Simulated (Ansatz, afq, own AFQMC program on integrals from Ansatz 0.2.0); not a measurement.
Two steps: Ansatz 0.2.0 writes the Fock matrix and Cholesky factors of the valence space, and afq projects on them the lowest state that overlaps trial and start.

```yaml
crystal:
  periodic: [false, false, false]
  atoms:
    - {symbol: Al, position_ang: [0.000000, 0.000000, 0.000000]}
    - {symbol: H, position_ang: [1.753868, 0.016646, -0.000092]}
    - {symbol: H, position_ang: [-0.891351, 1.510568, -0.003086]}
    - {symbol: H, position_ang: [-0.862518, -1.527215, 0.003178]}
basis:
  gaussian: {orbitals: cc-pVDZ}
magnetization: {spin_polarized: false}
correlation: {method: ccsd_t, electrons: outside_noble_gas, hamiltonian_folder: ham}
```

```sh
$ ansatz run in.yaml --threads 1 --pin off --events-out ev --progress --plain --max-ram 16896MiB --backend cuda --devices 0, --max-vram 18GiB
```

afq runs on the folder ham with

```
--method phaseless --trial cisd --walkers 4000 --populations 20 --least-time 60 --time-step 0.005 --steps-per-block 50 --equilibration-blocks 28 --max-blocks 4000 --target-error 0.00015 --factor-cut 1e-05 --seed 4864 --release-times 0.24,0.51,0.99,1.62,2.4 --release-step 0.03 --release-every 3 --taylor-order 6
```

Times are imaginary, in 1/Eh. The walk had a cap of 122 s. With eight or more populations the least sampling time is a fifth of least-time, and the error comes from their spread.

Log:

```
orbitals 28  electrons 3 3  factors 195 of 308
reference energy -243.61311810 Eh
CCSD correlation -0.10272534 Eh in 8 cycles, weight of the determinant in the CISD state 0.9286
energy of the start -243.715840 Eh
 block  time / (1/Eh)  mean weight  energy / Eh
     1     0.250  1.0002  -243.715147
     2     0.500  0.9998  -243.715230
     3     0.750  0.9999  -243.715502
     4     1.000  1.0000  -243.715868
     5     1.250  1.0000  -243.716180
     8     2.000  0.9998  -243.716848
    11     2.750  1.0000  -243.717343
    14     3.500  0.9999  -243.717404
    17     4.250  1.0001  -243.717568
    20     5.000  0.9999  -243.717666
    23     5.750  1.0002  -243.717698
    26     6.500  0.9999  -243.717720
    29     7.250  1.0001  -243.717661
    32     8.000  1.0000  -243.717452
    35     8.750  0.9999  -243.717614
    38     9.500  1.0002  -243.717636
    40    10.000  1.0000  -243.717426
    41    10.250  0.9998  -243.717522
    44    11.000  0.9999  -243.717601
    47    11.750  1.0002  -243.717793
    50    12.500  1.0002  -243.717666
    53    13.250  1.0000  -243.717739
    56    14.000  1.0003  -243.717685
    59    14.750  0.9997  -243.717719
    62    15.500  1.0004  -243.717792
    65    16.250  1.0000  -243.717730
    68    17.000  1.0000  -243.717765
    69    17.250  1.0000  -243.718187
    71    17.750  1.0001  -243.717769
    74    18.500  1.0000  -243.717791
    77    19.250  1.0001  -243.717640
    78    19.500  1.0000  -243.717715
error from the spread of 20 populations
released: time / (1/Eh)  energy / Eh  error  mean overlap
  0.24  -243.717706  0.000047  0.9997
  0.51  -243.717753  0.000040  0.9988
  0.99  -243.717783  0.000028  0.9967
  1.62  -243.717775  0.000022  0.9970
  2.40  -243.717803  0.000026  0.9925
energy -243.717711 +/- 0.000041 Eh
(rows thinned)
```

The run passed its tests (sampling time, drift between the halves within three errors, error under three times the target), which doesn't prove that it has relaxed. The second half of the sampling lies below the first by 1.9 errors of their difference, so the energy may still be moving and its error bar be too small.

Against this walk (error 1.1 meV) on the same determinant: CCSD(T) 13.3 meV higher, CCSDT(Q) 1.7 meV lower (within the noise), CCSDTQ 2.1 meV lower (within the noise), full CI 2.1 meV lower (within the noise). The error is statistical and leaves out the bias of the constraint. Released to 2.40 1/Eh the energy moves by -2.5 ± 1.3 meV (both errors), within twice the noise.

Cautions: constraint bias not in the error.

The walk took 30 s on 1 × NVIDIA H100 80GB HBM3 with 2 threads of AMD EPYC 7R13 Processor (Zen 3), with other jobs on the host (the card was shared). The log's last line is the phaseless energy.

CCSDT and higher add their correlation energy to the determinant of the CCSD(T) run, since their own runs factorise the integrals more tightly (a shift of under 2 meV). A walk keeps the symmetry of its determinant, which the program's search chose and which needn't be the lowest solution, so a lower state of the same spin and another symmetry isn't excluded.
